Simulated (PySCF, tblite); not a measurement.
# Thiohydroxylamine (H₃SN): isotopologues and vibrational averages

How do isotopes change the rotational constants and shieldings of Thiohydroxylamine (H₃SN) (`NS`)?

Programs: PySCF 2.14.0 with density-fitted response routines of our own, and tblite 0.8.0. All values are computed, except where a source is named. Atoms count from 0 throughout.

## 1. The starting structure

5 atoms, charge 0, multiplicity 1; geometry from: force field or distance geometry start.

Bonds of the start (Å): N0–H2 1.04, N0–H3 1.10, N0–S1 1.71, S1–H4 1.39.

## 2. GFN2-xTB relaxation, lowest of a short conformer search

Job settings and geometry (Å):

```
{"job": {"xc": "GFN2-xTB", "basis": "xTB", "kind": "relax"}, "charge": 0, "multiplicity": 1}
N     -0.676100    -0.039200     0.330800
S      0.896300    -0.684500     0.137500
H     -1.273500    -0.578700    -0.335400
H     -0.726600     0.999200    -0.025600
H      1.814400     0.314500    -0.176100
```

Run with:

```bash
$ OMP_NUM_THREADS=1 python ens_run.py task.json out
```

One launch serves the whole session.

Log:

```text
step      E/eV     max force
  0    -208.03732    3.038
  1    -208.21242    0.810
  2    -208.23371    0.641
  3    -208.25169    0.635
  4    -208.28160    0.372
  5    -208.28892    0.351
  6    -208.29501    0.368
  7    -208.30187    0.356
  8    -208.30849    0.327
  9    -208.31221    0.188
 10    -208.31332    0.074
 11    -208.31354    0.057
 12    -208.31378    0.058
 13    -208.31397    0.049
 14    -208.31409    0.034
 15    -208.31417    0.037
 16    -208.31432    0.054
 17    -208.31468    0.108
 18    -208.31559    0.230
 19    -208.31691    0.389
 20    -208.32018    0.481
 21    -208.28813    1.408
 22    -208.34141    0.330
 23    -208.35603    0.337
 24    -208.36864    1.330
 25    -208.40761    0.317
 26    -208.43800    0.320
 27    -208.43474    1.450
 28    -208.48903    0.333
 29    -208.50928    0.332
 30    -208.49050    1.507
 31    -208.53903    0.215
 32    -208.54950    0.264
 33    -208.55465    0.824
 34    -208.56540    0.288
 35    -208.56865    0.267
 36    -208.57285    0.392
 37    -208.57475    0.393
 38    -208.57663    0.343
 39    -208.57978    0.327
 40    -208.58219    0.167
 41    -208.58323    0.091
 42    -208.58447    0.065
 43    -208.58505    0.039
 44    -208.58509    0.013
 45    -208.58510    0.004
 46    -208.58510    0.002
```

Wall time 0.16 s (1 thread of Intel Xeon at 2.80GHz, shared host).

Relaxing gained 0.548 eV and moved the atoms by 0.59 Å on average (rms).

## 3. Tight optimisation and Hessian

Job settings and geometry (Å):

```
{"job": {"xc": "B3LYP", "basis": "pcSseg-2", "grid": 2, "temperatures": [400, 500], "kind": "geom"}, "charge": 0, "multiplicity": 1}
N     -0.521525     0.178716     0.150702
S      0.943291    -0.427701    -0.512905
H     -1.169755    -0.586228     0.307475
H     -0.943596     0.837873    -0.495215
H      1.726073     0.008750     0.481202
```

Log:

```text
step   0  E = -12375.6584937 eV  max force = 0.48279
step   1  E = -12375.6661515 eV  max force = 0.09036
step   2  E = -12375.6666625 eV  max force = 0.01320
step   3  E = -12375.6666829 eV  max force = 0.00338
step   4  E = -12375.6666836 eV  max force = 0.00184
step   5  E = -12375.6666840 eV  max force = 0.00108
step   6  E = -12375.6666840 eV  max force = 0.00108
step   7  E = -12375.6666841 eV  max force = 0.00014
harmonic wavenumbers (cm-1): 447.7 612.8 861.2 1040.1 1119.6 1628.4 2615.6 3521.4 3612.5
```

Wall time 2.1 min (1 thread of Intel Xeon at 2.80GHz, shared host); peak memory 0.52 GiB.

## 4. Displacements along the modes, parent

Job settings and geometry (Å):

```
{"job": {"xc": "B3LYP", "basis": "pcSseg-2", "grid": 2, "temperatures": [400, 500], "kind": "vib", "mass_numbers": [14, 32, 1, 1, 1]}, "charge": 0, "multiplicity": 1}
N     -0.534120     0.170809     0.132902
S      0.948772    -0.425214    -0.507096
H     -1.179840    -0.584001     0.313143
H     -0.953436     0.843906    -0.491828
H      1.753112     0.005909     0.484138
```

Log:

```text
mode    cm-1    km/mol   phi_rrr   E(+)/cm-1  E(-)/cm-1
  1    447.66    50.50      -1.2      86.40      86.53
  2    612.82   101.30     217.0     122.04     106.35
  3    861.16    39.29     219.3     163.77     148.07
  4   1040.09     8.09     129.0     192.54     183.47
  5   1119.61     2.67       0.7     203.46     203.37
  6   1628.36    14.68    -169.7     287.14     299.41
  7   2615.63    16.85    1619.9     533.54     417.19
  8   3521.36     5.98   -1619.2     579.05     695.41
  9   3612.54    26.24       3.7     654.00     653.73
```

Wall time 95 s (1 thread of Intel Xeon at 2.80GHz, shared host); peak memory 0.52 GiB.

## 5. Displacements along the modes, 33S at atom 1

Job settings and geometry (Å):

```
{"job": {"xc": "B3LYP", "basis": "pcSseg-2", "grid": 2, "temperatures": [400, 500], "kind": "vib", "mass_numbers": [14, 33, 1, 1, 1]}, "charge": 0, "multiplicity": 1}
N     -0.534120     0.170809     0.132902
S      0.948772    -0.425214    -0.507096
H     -1.179840    -0.584001     0.313143
H     -0.953436     0.843906    -0.491828
H      1.753112     0.005909     0.484138
```

Log:

```text
mode    cm-1    km/mol   phi_rrr   E(+)/cm-1  E(-)/cm-1
  1    447.55    50.46      -1.2      86.38      86.51
  2    611.43   100.32     210.0     121.46     106.28
  3    858.52    40.13     220.8     163.38     147.58
  4   1039.75     8.07     129.2     192.48     183.40
  5   1119.38     2.68       0.7     203.42     203.33
  6   1628.33    14.68    -169.7     287.13     299.41
  7   2614.37    16.82    1618.8     533.27     416.99
  8   3521.36     5.98   -1619.2     579.05     695.41
  9   3612.54    26.25       3.7     654.00     653.73
```

It took 95 s on 1 thread of Intel Xeon at 2.80GHz, shared host; peak memory 0.52 GiB.

## 6. Displacements along the modes, 2H at atom 4

Job settings and geometry (Å):

```
{"job": {"xc": "B3LYP", "basis": "pcSseg-2", "grid": 2, "temperatures": [400, 500], "kind": "vib", "mass_numbers": [14, 32, 1, 1, 2]}, "charge": 0, "multiplicity": 1}
N     -0.534120     0.170809     0.132902
S      0.948772    -0.425214    -0.507096
H     -1.179840    -0.584001     0.313143
H     -0.953436     0.843906    -0.491828
H      1.753112     0.005909     0.484138
```

Log:

```text
mode    cm-1    km/mol   phi_rrr   E(+)/cm-1  E(-)/cm-1
  1    389.27    44.00       2.0      79.65      79.44
  2    611.62    99.49     213.3     121.45     106.04
  3    748.70     4.90      46.4     136.88     133.60
  4    879.23    42.43    -244.4     150.17     167.59
  5   1119.29     2.41      -0.7     203.32     203.41
  6   1626.44    15.44     170.9     299.11     286.75
  7   1879.78     9.34     980.9     375.97     305.41
  8   3521.35     6.05   -1619.3     579.04     695.41
  9   3612.53    26.27       3.7     654.00     653.73
```

Wall time 96 s (1 thread of Intel Xeon at 2.80GHz, shared host); peak memory 0.52 GiB.

## 7. Displacements along the modes, 33S at atom 1, 2H at atom 4

Job settings and geometry (Å):

```
{"job": {"xc": "B3LYP", "basis": "pcSseg-2", "grid": 2, "temperatures": [400, 500], "kind": "vib", "mass_numbers": [14, 33, 1, 1, 2]}, "charge": 0, "multiplicity": 1}
N     -0.534120     0.170809     0.132902
S      0.948772    -0.425214    -0.507096
H     -1.179840    -0.584001     0.313143
H     -0.953436     0.843906    -0.491828
H      1.753112     0.005909     0.484138
```

Log:

```text
mode    cm-1    km/mol   phi_rrr   E(+)/cm-1  E(-)/cm-1
  1    389.15    43.95       2.0      79.65      79.43
  2    610.10    98.33     205.6     120.81     105.96
  3    747.83     5.42      46.4     136.73     133.44
  4    877.10    42.93    -244.8     149.78     167.23
  5   1119.06     2.43      -0.7     203.28     203.37
  6   1626.41    15.43     170.9     299.11     286.75
  7   1878.01     9.32     979.7     375.60     305.14
  8   3521.35     6.05   -1619.3     579.04     695.41
  9   3612.53    26.27       3.7     654.00     653.73
```

Wall time 96 s (1 thread of Intel Xeon at 2.80GHz, shared host); peak memory 0.52 GiB.

## 8. Displacements along the modes, 2H at atom 2

Job settings and geometry (Å):

```
{"job": {"xc": "B3LYP", "basis": "pcSseg-2", "grid": 2, "temperatures": [400, 500], "kind": "vib", "mass_numbers": [14, 32, 2, 1, 1]}, "charge": 0, "multiplicity": 1}
N     -0.534120     0.170809     0.132902
S      0.948772    -0.425214    -0.507096
H     -1.179840    -0.584001     0.313143
H     -0.953436     0.843906    -0.491828
H      1.753112     0.005909     0.484138
```

Log:

```text
mode    cm-1    km/mol   phi_rrr   E(+)/cm-1  E(-)/cm-1
  1    407.14    37.94      65.5      80.59      75.78
  2    577.83    96.98     284.1     119.78      99.20
  3    769.78     9.60    -154.2     133.31     144.36
  4    969.65    12.27     -90.5     172.51     178.97
  5   1038.94     7.67     128.6     192.32     183.28
  6   1459.01    12.79    -103.7     259.63     267.17
  7   2601.76    11.75   -1373.4     422.45     521.08
  8   2616.23    13.75   -1501.8     421.15     529.04
  9   3569.25    17.30    2334.3     733.22     565.85
```

It took 96 s on 1 thread of Intel Xeon at 2.80GHz, shared host; peak memory 0.52 GiB.

## 9. Displacements along the modes, 15N at atom 0

Job settings and geometry (Å):

```
{"job": {"xc": "B3LYP", "basis": "pcSseg-2", "grid": 2, "temperatures": [400, 500], "kind": "vib", "mass_numbers": [15, 32, 1, 1, 1]}, "charge": 0, "multiplicity": 1}
N     -0.534120     0.170809     0.132902
S      0.948772    -0.425214    -0.507096
H     -1.179840    -0.584001     0.313143
H     -0.953436     0.843906    -0.491828
H      1.753112     0.005909     0.484138
```

Log:

```text
mode    cm-1    km/mol   phi_rrr   E(+)/cm-1  E(-)/cm-1
  1    447.50    50.53      -1.2      86.36      86.49
  2    602.33    96.60     191.4     118.97     105.15
  3    854.83    42.54     230.3     163.13     146.64
  4   1036.78     7.45     125.1     191.83     183.05
  5   1116.76     2.64       0.7     202.96     202.87
  6   1624.95    14.27    -168.3     286.56     298.74
  7   2615.62    16.84    1619.9     533.54     417.18
  8   3516.78     5.75   -1615.5     578.35     694.44
  9   3601.78    25.94       3.9     652.06     651.77
```

Wall time 95 s (1 thread of Intel Xeon at 2.80GHz, shared host); peak memory 0.52 GiB.

## 10. Displacements along the modes, 33S at atom 1, 2H at atom 2

Job settings and geometry (Å):

```
{"job": {"xc": "B3LYP", "basis": "pcSseg-2", "grid": 2, "temperatures": [400, 500], "kind": "vib", "mass_numbers": [14, 33, 2, 1, 1]}, "charge": 0, "multiplicity": 1}
N     -0.534120     0.170809     0.132902
S      0.948772    -0.425214    -0.507096
H     -1.179840    -0.584001     0.313143
H     -0.953436     0.843906    -0.491828
H      1.753112     0.005909     0.484138
```

Log:

```text
mode    cm-1    km/mol   phi_rrr   E(+)/cm-1  E(-)/cm-1
  1    407.01    37.90      65.5      80.56      75.75
  2    577.18    96.60     279.8     119.46      99.19
  3    766.63     9.85     152.5     143.74     132.81
  4    969.06    12.26     -89.7     172.44     178.84
  5   1038.60     7.67    -128.7     183.21     192.26
  6   1458.97    12.79    -103.8     259.62     267.16
  7   2601.70    12.02   -1360.7     422.84     520.56
  8   2615.03    13.45   -1477.9     421.72     527.89
  9   3569.25    17.30    2334.3     733.22     565.85
```

It took 96 s on 1 thread of Intel Xeon at 2.80GHz, shared host; peak memory 0.52 GiB.

## 11. Vibrational averages by isotopologue

Job settings and geometry (Å):

```
{"job": {"xc": "B3LYP", "basis": "pcSseg-2", "grid": 2, "temperatures": [400, 500], "kind": "iso"}, "charge": 0, "multiplicity": 1}
N     -0.534120     0.170809     0.132902
S      0.948772    -0.425214    -0.507096
H     -1.179840    -0.584001     0.313143
H     -0.953436     0.843906    -0.491828
H      1.753112     0.005909     0.484138
```

Log:

```text
parent
  Be/MHz 148274.84 14160.34 13907.513
  B0/MHz 147338.405 14051.621 13805.514
  ZPE/cm-1 7729.6
  <sigma>(0 K)/ppm 251.838 326.097 29.736 29.736 26.026
33S at atom 1
  Be/MHz 148163.626 14034.375 13785.024
  B0/MHz 147229.136 13927.106 13684.34
  ZPE/cm-1 7726.6
  <sigma>(0 K)/ppm 251.849 326.135 29.737 29.736 26.026
2H at atom 4
  Be/MHz 101929.467 13872.67 13083.104
  B0/MHz 101388.997 13778.939 12984.813
  ZPE/cm-1 7194.1
  <sigma>(0 K)/ppm 252.258 331.741 29.743 29.742 26.115
33S at atom 1, 2H at atom 4
  Be/MHz 101747.894 13759.886 12979.796
  B0/MHz 101209.375 13667.346 12882.698
  ZPE/cm-1 7190.8
  <sigma>(0 K)/ppm 252.270 331.782 29.743 29.743 26.116
2H at atom 2
  Be/MHz 121823.886 13125.876 12943.175
  B0/MHz 121086.672 13021.455 12848.454
  ZPE/cm-1 7004.8
  <sigma>(0 K)/ppm 252.531 327.676 29.855 29.757 26.052
15N at atom 0
  Be/MHz 148039.055 13669.61 13431.918
  B0/MHz 147122.064 13567.272 13335.913
  ZPE/cm-1 7708.7
  <sigma>(0 K)/ppm 251.900 326.225 29.740 29.739 26.027
33S at atom 1, 2H at atom 2
  Be/MHz 121740.902 13005.532 12825.752
  B0/MHz 121005.897 12902.454 12732.257
  ZPE/cm-1 7001.7
  <sigma>(0 K)/ppm 252.543 327.716 29.855 29.757 26.053
```

Wall time 13 min (1 thread of Intel Xeon at 2.80GHz, shared host); peak memory 0.52 GiB. This counts the whole study up to here.

Rotational constants (MHz) at equilibrium and in the ground state:

| isotopologue | Be | B0 | zero-point change (cm⁻¹) |
| --- | --- | --- | --- |
| parent | 148274.8, 14160.3, 13907.5 | 147338.4, 14051.6, 13805.5 | 0.0 |
| 33S at atom 1 | 148163.6, 14034.4, 13785.0 | 147229.1, 13927.1, 13684.3 | -3.0 |
| 2H at atom 4 | 101929.5, 13872.7, 13083.1 | 101389.0, 13778.9, 12984.8 | -535.5 |
| 33S at atom 1, 2H at atom 4 | 101747.9, 13759.9, 12979.8 | 101209.4, 13667.3, 12882.7 | -538.9 |
| 2H at atom 2 | 121823.9, 13125.9, 12943.2 | 121086.7, 13021.5, 12848.5 | -724.8 |
| 15N at atom 0 | 148039.1, 13669.6, 13431.9 | 147122.1, 13567.3, 13335.9 | -20.9 |
| 33S at atom 1, 2H at atom 2 | 121740.9, 13005.5, 12825.8 | 121005.9, 12902.5, 12732.3 | -727.9 |

Shieldings of the first species (ppm): at equilibrium, the vibrational parts at 0 K, and the averages:

| atom | equilibrium | anharmonic | harmonic | 0 K | 400 K | 500 K |
| --- | --- | --- | --- | --- | --- | --- |
| N0 | 260.85 | -1.96 | -7.05 | 251.84 | 251.35 | 251.24 |
| S1 | 362.97 | -10.15 | -26.73 | 326.10 | 322.21 | 320.14 |
| H2 | 30.37 | -0.11 | -0.53 | 29.74 | 29.74 | 29.74 |
| H3 | 30.37 | -0.11 | -0.53 | 29.74 | 29.74 | 29.74 |
| H4 | 26.57 | -0.15 | -0.39 | 26.03 | 25.99 | 25.96 |

Isotope effects on the shieldings at 0 K (ppb; positive means more shielded):

| atom | 33S at atom 1 | 2H at atom 4 | 33S at atom 1, 2H at atom 4 | 2H at atom 2 | 15N at atom 0 | 33S at atom 1, 2H at atom 2 |
| --- | --- | --- | --- | --- | --- | --- |
| N0 | 11 | 420 | 432 | 693 | 62 | 705 |
| S1 | 38 | 5644 | 5685 | 1579 | 128 | 1619 |
| H2 | 0 | 6 | 7 | 118 | 3 | 119 |
| H3 | 0 | 6 | 6 | 21 | 3 | 21 |
| H4 | 0 | 89 | 90 | 26 | 1 | 26 |

## 12. Summary of results

```
                  quantity                           value
               point group                              Cs
   B0 of the first species  147338.4, 14051.6, 13805.5 MHz
         zero-point energy                       7730 cm⁻¹
zero-point change of σ(S1)                      -36.87 ppm
```

**Reading.** Zero-point motion changes the shielding of S1 most, by -36.87 ppm. The largest secondary isotope effect is 5644 ppb on S1, 1 bond from the change (2H at atom 4). Internal rotors are held in one well.
